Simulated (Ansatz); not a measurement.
Process, species as SMILES: C=C=O → 2 C atom + 2 H atom + O atom
B3LYP-D3(BJ)/def2-TZVP geometries, fixed; electronic energies without zero-point terms.

The atomisation energy at MP2 with Ansatz (a quantum-chemistry and plane-wave program), in kcal/mol, split into its Hartree-Fock and correlation parts. Cores are frozen. Open shells are unrestricted. No added dispersion term, no relativity. Functions are those of the species that has most.

| basis | X | functions | Hartree-Fock | MP2 |
|---|---|---|---|---|
| aug-cc-pVDZ | 2 | 87 | 362.52 | 511.13 |
| aug-cc-pVTZ | 3 | 184 | 370.48 | 537.32 |
| aug-cc-pVQZ | 4 | 332 | 371.51 | 545.03 |

Worked estimate of the basis-set limit from each neighbouring pair, with Hartree-Fock from the larger set and the correlation part extrapolated as X^-3.
Correlation parts: X = 2: 148.61, X = 3: 166.84, X = 4: 173.52.
- (2,3): (27·(166.84) - 8·(148.61))/19 = 174.52; with Hartree-Fock 370.48 the estimate is 545.00 kcal/mol.
- (3,4): (64·(173.52) - 27·(166.84))/37 = 178.39; with Hartree-Fock 371.51 the estimate is 549.90 kcal/mol.
The last two estimates differ by 4.91 kcal/mol; the largest set lies 4.87 from the last. Over the last step Hartree-Fock moves by 1.03 and the correlation part by 6.68.
